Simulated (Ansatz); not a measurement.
A nudged elastic band was laid between two geometries of BClH3N + H2 (8 atoms, charge 0, multiplicity 1).

The calculation used Ansatz 0.2.0, RKS BLYP-D4/def2-SVP.

```yaml
movable_images: 5
climbing_image: yes
spring: 5.0 eV/Å²
optimiser: quadratic models (default)
start_path: through a guess of the saddle point
force_threshold: 0.05 eV/Å
iteration_limit: 60
end_points: relaxed
```

First end point:

```xyz
8
Properties=species:S:1:pos:R:3
B 0.092 -0.775 0.150
N -0.052 -0.211 1.423
H -0.936 -0.198 1.937
H 0.733 0.198 1.933
H 1.162 -0.781 -0.411
Cl -1.324 -1.502 -0.668
H -0.569 3.236 1.423
H -0.475 2.488 1.278
```

Last end point:

```xyz
8
Properties=species:S:1:pos:R:3
B 0.046 0.329 0.076
N -0.220 0.361 1.707
H -0.459 -0.585 2.047
H 0.606 0.695 2.228
H 1.016 -0.397 -0.077
Cl -1.539 -0.417 -0.602
H 0.199 1.496 -0.251
H -1.020 0.972 1.937
```

(1) What changes between the two ends?

(2) What energy profile does the band end with?

(3) What is the geometry of the highest image?

Results:

(1) Bonds broken: H7–H8. Bonds formed: B1–H7, N2–H8. BClH3N + H2 becomes BClH5N.

(2) It converged. The highest image is number 4 of 0 to 6, 41.4 kcal/mol above the first end and 37.8 kcal/mol above the last; the last end lies 3.5 kcal/mol above the first. Neighbouring images differ by up to 1.6 eV, so the band resolves the path poorly. A vibrational analysis at the climbing image gives one clearly imaginary mode, 1355i cm⁻¹: a first-order saddle point. The orbitals stay closed-shell, which can raise the energy where a bond breaks towards radicals; this wasn't checked here.

```tsv
image	path coordinate (Å)	energy (kcal/mol)	H7–H8 (Å)	B1–H7 (Å)	N2–H8 (Å)
0	0.00	0.0	0.77	4.26	2.74
1	0.92	0.2	0.77	3.81	2.76
2	1.83	0.9	0.77	3.18	2.76
3	2.75	8.6	0.77	2.29	2.22
4	3.67	41.4	1.03	1.43	1.39
5	4.90	5.2	2.38	1.22	1.03
6	6.13	3.5	2.56	1.22	1.03
```

(3) 
```xyz
8
Properties=species:S:1:pos:R:3
B -0.067 0.161 0.263
N -0.090 0.244 1.827
H -0.967 -0.033 2.281
H 0.730 -0.098 2.335
H 1.049 0.055 -0.200
Cl -1.406 -0.798 -0.524
H -0.371 1.544 0.038
H -0.250 1.380 1.045
```

Run time: 2.2 min on 2 threads of Intel(R) Xeon(R) Platinum 8259CL CPU @ 2.50GHz (Skylake/Cascade Lake) (shared host), peak memory 0.16 GiB.
